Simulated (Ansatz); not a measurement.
**UCCSD/cc-pVDZ run of Si2NH6 (SMILES [SiH2]N[SiH3])**

Aim: the vertical ionisation energy of Si2NH6 at UCCSD/cc-pVDZ, from 2 runs. 

Program for the calculation: Ansatz 0.2.0.

60 further runs of the same task are left out: 60 set aside as unsound or not needed.

### 1 The molecule

Si2NH6: 9 atoms, total charge 0, spin state doublet. SMILES: `[SiH2]N[SiH3]`. The shape is that of a PBE0-D4/def2-TZVP optimisation. This is one conformer, not always the lowest.

Bond lengths: Si1–N2 1.730 Å, N2–Si3 1.731 Å, Si1–H4 1.491 Å, Si1–H5 1.494 Å, N2–H6 1.011 Å, Si3–H7 1.488 Å, Si3–H8 1.483 Å, Si3–H9 1.488 Å. Some angles: Si1–N2–Si3 128.1°, Si1–N2–H6 115.1°, Si3–N2–H6 116.2°, N2–Si1–H4 107.7°, N2–Si1–H5 108.7°, N2–Si3–H7 111.1°, N2–Si3–H8 107.0°, N2–Si3–H9 112.0°, H4–Si1–H5 110.7°, H7–Si3–H8 109.8°.

### 2 A single-point energy at UCCSD/cc-pVDZ

Contents of in.yaml:

```yaml
crystal:
  periodic: [false, false, false]
  atoms:
    - {symbol: Si, position_ang: [-1.200900, 0.925300, -0.948400]}
    - {symbol: N, position_ang: [0.196900, 0.625800, 0.025200]}
    - {symbol: Si, position_ang: [0.611700, -0.820500, 0.880200]}
    - {symbol: H, position_ang: [-1.616500, -0.372000, -1.554500]}
    - {symbol: H, position_ang: [-0.842900, 1.913400, -2.010900]}
    - {symbol: H, position_ang: [0.764100, 1.439300, 0.222200]}
    - {symbol: H, position_ang: [1.982600, -1.276500, 0.525400]}
    - {symbol: H, position_ang: [-0.378200, -1.853400, 0.488500]}
    - {symbol: H, position_ang: [0.571600, -0.627700, 2.355400]}
basis:
  gaussian: {orbitals: cc-pVDZ}
magnetization: {spin_polarized: true, initial_magnetization: 1}
correlation: {method: ccsd, frozen_orbitals: {H: 0, "N": 1, Si: 5}}
accuracy: high
scf: {omitted_lower_state_checks: [cluster_reference, increment]}
```

On the command line:

```console
$ ansatz run in.yaml --threads 1 --pin off --max-ram 3480MiB --events-out events.jsonl --progress --plain --runs-dir runs
```

What it wrote, cut to the lines that bear on the results:

```text
Warning: RAYON_NUM_THREADS=1 ignored (pool sized by the plan → 1); use --threads N
Functional definition: HF
  name "HF"
[...]
1930 factors; integrals over basis functions are off by at most 3.8e-9 eV
[...]
mean field -17301.00883276 eV, -635.8003475588 hartree, gradient 2.3e-8 eV, S^2 0.754694; 0 other end points of the search recorded, 0 dependent functions left out
11 core orbitals not correlated: weight in the atoms' cores, before any rotation towards them, 1.000 or more for the frozen orbitals, at most 0.000 for the correlated occupied ones
reference -17301.00883276 eV, -635.8003475588 hartree; 10, 9 occupied and 59, 60 virtual orbitals, 1930 factors
second order -9.76819051 eV of doubles, -0.00000000 eV of singles
cycle   1  -10.64522369 eV  change   -8.8e-1 eV  update   8.5e-2
[...]
cycle  23  -11.11012969 eV  change   6.0e-10 eV  update  6.7e-10
Total energy: -17312.11896244 eV, -636.2086372941 hartree
Checks for a lower state left out: cluster_reference, increment
```

Run time: 25 s. Hardware: 1 thread of Arm Neoverse V1, shared host; peak memory 0.67 GiB.

### 3 The singlet cation

Contents of input.yaml:

```yaml
crystal:
  periodic: [false, false, false]
  atoms:
    - {symbol: Si, position_ang: [-1.200900, 0.925300, -0.948400]}
    - {symbol: "N", position_ang: [0.196900, 0.625800, 0.025200]}
    - {symbol: Si, position_ang: [0.611700, -0.820500, 0.880200]}
    - {symbol: H, position_ang: [-1.616500, -0.372000, -1.554500]}
    - {symbol: H, position_ang: [-0.842900, 1.913400, -2.010900]}
    - {symbol: H, position_ang: [0.764100, 1.439300, 0.222200]}
    - {symbol: H, position_ang: [1.982600, -1.276500, 0.525400]}
    - {symbol: H, position_ang: [-0.378200, -1.853400, 0.488500]}
    - {symbol: H, position_ang: [0.571600, -0.627700, 2.355400]}
basis:
  gaussian: {orbitals: cc-pVDZ}
total_charge: 1
correlation: {method: ccsd, frozen_orbitals: {H: 0, "N": 1, Si: 5}}
accuracy: high
scf: {omitted_lower_state_checks: [cluster_reference, increment]}
```

On the command line:

```console
$ ansatz run input.yaml --threads 1 --pin off --max-ram 3480MiB --events-out events.jsonl --progress --plain --runs-dir runs
```

What it wrote, cut to the lines that bear on the results:

```text
Warning: RAYON_NUM_THREADS=1 ignored (pool sized by the plan → 1); use --threads N
[... 2 set-up lines as earlier in the session ...]
[...]
1929 factors; integrals over basis functions are off by at most 3.8e-9 eV
[...]
mean field -17293.59848857 eV, -635.5280224330 hartree, gradient 4.0e-8 eV, S^2 0.000000; 0 other end points of the search recorded, 0 dependent functions left out
11 core orbitals not correlated: weight in the atoms' cores, before any rotation towards them, 1.000 or more for the frozen orbitals, at most 0.000 for the correlated occupied ones
reference -17293.59848857 eV, -635.5280224330 hartree; 9, 9 occupied and 60, 60 virtual orbitals, 1929 factors
second order -9.89252069 eV of doubles, -0.00000000 eV of singles
cycle   1  -10.64225276 eV  change   -7.5e-1 eV  update   1.1e-1
[...]
cycle  24  -11.19138569 eV  change  -3.4e-11 eV  update   1.9e-9
Total energy: -17304.78987426 eV, -635.9392982712 hartree
Checks for a lower state left out: cluster_reference, increment
```

It took 8.7 s on 1 thread of Arm Neoverse V1, shared host; peak memory 0.41 GiB.

### 4 Outcome

At UCCSD/cc-pVDZ, 11 core orbitals frozen:

| quantity | value |
| --- | --- |
| doublet Si2NH6: total energy | -636.20864 Eh |
| doublet Si2NH6: correlation energy (11 core orbitals frozen) | -408.3 mEh |
| doublet Si2NH6: ⟨S²⟩ of the reference determinant | 0.755 |
| doublet Si2NH6: T1 diagnostic | 0.015 |
| singlet cation: total energy | -635.93930 Eh |
| singlet cation: correlation energy (11 core orbitals frozen) | -411.3 mEh |
| singlet cation: T1 diagnostic | 0.025 |
| vertical ionisation energy (to the singlet cation) | 7.329 eV |

Removing an electron at fixed nuclei costs 7.33 eV (169 kcal/mol). Only the singlet of the ionised species was computed; a triplet could lie lower. The T1 diagnostic (singlet cation) of 0.025 is above the customary mark for such species, so a single reference may not serve.
